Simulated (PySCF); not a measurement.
## Broadened absorption spectrum of C4H6Cl2

Compound: C₄H₆Cl₂.
SMILES with atom numbers: `[CH3:1]/[CH:2]=[CH:3]/[CH:4]([Cl:5])[Cl:6]` (hydrogens: H7, H8, H9 on C1; H10 on C2; H11 on C3; H12 on C4)

Computed with PySCF 2.14.0, density-fitted response routines, TDDFT CAM-B3LYP/def2-SVPD, vertical, gas phase, core orbitals frozen in the response. One conformer (not necessarily the lowest) at the PBE0-D3(BJ)/def2-SVP geometry, without solvent, vibrations or thermal averaging. Torsions of this conformer, `[CH3:1]/[CH:2]=[CH:3]/[CH:4]([Cl:5])[Cl:6]`: C2–C3–C4–Cl5 -120°.

Broadening: Gaussians 0.5 eV wide at half height, area fixed by f = 4.319×10⁻⁹ ∫ε dν̃. The width is an assumption, not a result. The curve ends short of the highest state used, and states not computed would add to its high-energy end.

```json
{"λ (nm)": "169.2", "ε (L mol⁻¹ cm⁻¹)": "8286"}
{"λ (nm)": "170.0", "ε (L mol⁻¹ cm⁻¹)": "8991"}
{"λ (nm)": "170.7", "ε (L mol⁻¹ cm⁻¹)": "9596"}
{"λ (nm)": "171.4", "ε (L mol⁻¹ cm⁻¹)": "10213"}
{"λ (nm)": "172.2", "ε (L mol⁻¹ cm⁻¹)": "10965"}
{"λ (nm)": "172.9", "ε (L mol⁻¹ cm⁻¹)": "11695"}
{"λ (nm)": "173.7", "ε (L mol⁻¹ cm⁻¹)": "12647"}
{"λ (nm)": "174.4", "ε (L mol⁻¹ cm⁻¹)": "13604"}
{"λ (nm)": "175.2", "ε (L mol⁻¹ cm⁻¹)": "14853"}
{"λ (nm)": "175.9", "ε (L mol⁻¹ cm⁻¹)": "16077"}
{"λ (nm)": "176.6", "ε (L mol⁻¹ cm⁻¹)": "17406"}
{"λ (nm)": "177.4", "ε (L mol⁻¹ cm⁻¹)": "19011"}
{"λ (nm)": "178.1", "ε (L mol⁻¹ cm⁻¹)": "20441"}
{"λ (nm)": "178.9", "ε (L mol⁻¹ cm⁻¹)": "22030"}
{"λ (nm)": "179.6", "ε (L mol⁻¹ cm⁻¹)": "23314"}
{"λ (nm)": "180.3", "ε (L mol⁻¹ cm⁻¹)": "24434"}
{"λ (nm)": "181.1", "ε (L mol⁻¹ cm⁻¹)": "25441"}
{"λ (nm)": "181.8", "ε (L mol⁻¹ cm⁻¹)": "26032"}
{"λ (nm)": "182.6", "ε (L mol⁻¹ cm⁻¹)": "26328"}
{"λ (nm)": "183.3", "ε (L mol⁻¹ cm⁻¹)": "26235"}
{"λ (nm)": "184.0", "ε (L mol⁻¹ cm⁻¹)": "25812"}
{"λ (nm)": "184.8", "ε (L mol⁻¹ cm⁻¹)": "24943"}
{"λ (nm)": "185.5", "ε (L mol⁻¹ cm⁻¹)": "23876"}
{"λ (nm)": "186.3", "ε (L mol⁻¹ cm⁻¹)": "22362"}
{"λ (nm)": "187.0", "ε (L mol⁻¹ cm⁻¹)": "20833"}
{"λ (nm)": "187.7", "ε (L mol⁻¹ cm⁻¹)": "19169"}
{"λ (nm)": "188.5", "ε (L mol⁻¹ cm⁻¹)": "17170"}
{"λ (nm)": "189.2", "ε (L mol⁻¹ cm⁻¹)": "15393"}
{"λ (nm)": "190.0", "ε (L mol⁻¹ cm⁻¹)": "13392"}
{"λ (nm)": "190.7", "ε (L mol⁻¹ cm⁻¹)": "11709"}
{"λ (nm)": "191.5", "ε (L mol⁻¹ cm⁻¹)": "9905"}
{"λ (nm)": "192.2", "ε (L mol⁻¹ cm⁻¹)": "8455"}
{"λ (nm)": "192.9", "ε (L mol⁻¹ cm⁻¹)": "7140"}
{"λ (nm)": "193.7", "ε (L mol⁻¹ cm⁻¹)": "5809"}
{"λ (nm)": "194.4", "ε (L mol⁻¹ cm⁻¹)": "4797"}
{"λ (nm)": "195.2", "ε (L mol⁻¹ cm⁻¹)": "3806"}
{"λ (nm)": "195.9", "ε (L mol⁻¹ cm⁻¹)": "3076"}
{"λ (nm)": "196.6", "ε (L mol⁻¹ cm⁻¹)": "2463"}
{"λ (nm)": "197.4", "ε (L mol⁻¹ cm⁻¹)": "1888"}
{"λ (nm)": "198.1", "ε (L mol⁻¹ cm⁻¹)": "1481"}
{"λ (nm)": "198.9", "ε (L mol⁻¹ cm⁻¹)": "1111"}
{"λ (nm)": "199.6", "ε (L mol⁻¹ cm⁻¹)": "855"}
{"λ (nm)": "200.3", "ε (L mol⁻¹ cm⁻¹)": "653"}
{"λ (nm)": "201.1", "ε (L mol⁻¹ cm⁻¹)": "475"}
{"λ (nm)": "201.8", "ε (L mol⁻¹ cm⁻¹)": "356"}
{"λ (nm)": "202.6", "ε (L mol⁻¹ cm⁻¹)": "254"}
{"λ (nm)": "203.3", "ε (L mol⁻¹ cm⁻¹)": "187"}
{"λ (nm)": "204.0", "ε (L mol⁻¹ cm⁻¹)": "137"}
{"λ (nm)": "204.8", "ε (L mol⁻¹ cm⁻¹)": "95"}
{"λ (nm)": "205.5", "ε (L mol⁻¹ cm⁻¹)": "69"}
{"λ (nm)": "206.3", "ε (L mol⁻¹ cm⁻¹)": "47"}
{"λ (nm)": "207.0", "ε (L mol⁻¹ cm⁻¹)": "33"}
{"λ (nm)": "207.8", "ε (L mol⁻¹ cm⁻¹)": "22"}
{"λ (nm)": "208.5", "ε (L mol⁻¹ cm⁻¹)": "16"}
{"λ (nm)": "209.2", "ε (L mol⁻¹ cm⁻¹)": "11"}
{"λ (nm)": "210.0", "ε (L mol⁻¹ cm⁻¹)": "7"}
```

Problem. Locate the maxima and give the states behind the curve.

Solution. 183 nm (6.78 eV), ε about 26000, made up of S2 (93%) (ε in L mol⁻¹ cm⁻¹; maxima over ε = 5, shares over 10%). The states used: S1 6.65 eV (f 0.0062); S2 6.77 eV (f 0.458); S3 7.04 eV (f 0.032); S4 7.08 eV (f 0.010); S5 7.28 eV (f 0.077); S6 7.29 eV (f 0.044); S7 7.48 eV (f 0.0052); S8 7.72 eV (f 0.0000); S9 7.92 eV (f 0.0031); S10 7.93 eV (f 0.0024).

Problem. Coming from long wavelengths, where does ε first pass 100 L mol⁻¹ cm⁻¹?

Solution. At about 205 nm (6.06 eV), 0.60 eV below S1.

Problem. On this curve, what absorbance would a 10⁻³ mol/L sample give at 193 nm over a 1 cm path?

Solution. 193 nm is 6.424 eV, where ε is about 7000 L mol⁻¹ cm⁻¹, so A = ε c l ≈ 7 (Beer–Lambert, with the gas-phase spectrum and the assumed width).

Problem. What would ε be at 6.78 eV, the highest of these maxima, with half the width (0.25 eV)?

Solution. About 49500 L mol⁻¹ cm⁻¹ against 26300, a factor of about 1.9; a lone state at its own centre would give exactly 2.

All these states lie below the vertical ionisation energy of 9.85 eV (ΔSCF).
